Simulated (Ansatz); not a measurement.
Geometry optimisation, RKS PBE0-D4/6-31G* in Ansatz 0.2.0.

input.yaml

```yaml
crystal:
  periodic: [false, false, false]
  atoms:
    - { symbol: Si, position_ang: [0.228282, -0.322191, -0.468608] }
    - { symbol: O, position_ang: [0.12102, -0.022458, 2.411316] }
    - { symbol: C, position_ang: [-1.123813, -0.342196, 2.9998] }
    - { symbol: H, position_ang: [-1.732833, -0.978327, 2.346298] }
    - { symbol: H, position_ang: [-1.033432, -0.848237, 3.970869] }
    - { symbol: H, position_ang: [-1.66537, 0.595532, 3.149117] }
    - { symbol: H, position_ang: [1.341258, 0.200952, -1.311904] }
    - { symbol: H, position_ang: [-0.529336, 0.828525, 0.078377] }
    - { symbol: H, position_ang: [-0.720484, -1.102691, -1.320085] }
    - { symbol: H, position_ang: [0.814334, -1.284437, 0.477259] }
    - { symbol: H, position_ang: [0.625374, -0.856473, 2.283961] }
basis:
  gaussian: { orbitals: "6-31G*" }
hamiltonian:
  xc: pbe0
  dispersion: d4
relax:
  f_tol: 0.03
  max_steps: 50
output:
  orbitals: {}
```

Launched with:

```bash
$ ansatz run input.yaml --threads 1 --pin off --max-ram 2048MiB --backend cpu --events-out ev --progress --plain --runs-dir out
```

**Question.** Where does it end, and by what steps?

**Answer.** The run converged. The force dipped under the threshold on the way, but the program's further checks kept it going. After 21 steps the energy has fallen by 0.296 eV; H7 moved furthest, 1.02 Å.

```csv
step,energy less start (eV),largest force component (eV/Å),accepted
0,0.0000,0.726,yes
1,-0.1412,0.273,yes
2,-0.1835,0.631,yes
3,-0.1988,0.492,yes
4,-0.2034,0.534,yes
5,-0.2144,0.171,yes
6,-0.2216,0.416,yes
7,-0.2321,0.293,yes
8,-0.2396,0.347,yes
9,-0.2562,0.256,yes
10,-0.2678,0.397,yes
11,-0.2804,0.231,yes
12,-0.2875,0.121,yes
13,-0.2873,0.146,no
14,-0.2896,0.019,yes
15,-0.2919,0.088,yes
16,-0.2922,0.217,yes
17,-0.2945,0.045,yes
18,-0.2949,0.021,yes
19,-0.2955,0.017,yes
20,-0.2955,0.081,yes
21,-0.2959,0.021,yes
```

```xyz
11
Properties=species:S:1:pos:R:3
Si 0.020 -0.397 -0.507
O 0.302 -0.052 2.384
C -0.962 -0.275 2.973
H -1.479 -1.145 2.541
H -0.894 -0.405 4.062
H -1.565 0.614 2.769
H 1.336 0.256 -0.290
H -1.107 0.453 -0.043
H -0.150 -0.617 -1.975
H -0.027 -1.738 0.142
H 0.852 -0.826 2.561
```

Whether the end is a true minimum wasn't checked by a vibrational analysis.

The run took 46 s on 1 thread of Arm Neoverse V2 (shared host), peak memory 0.14 GiB.
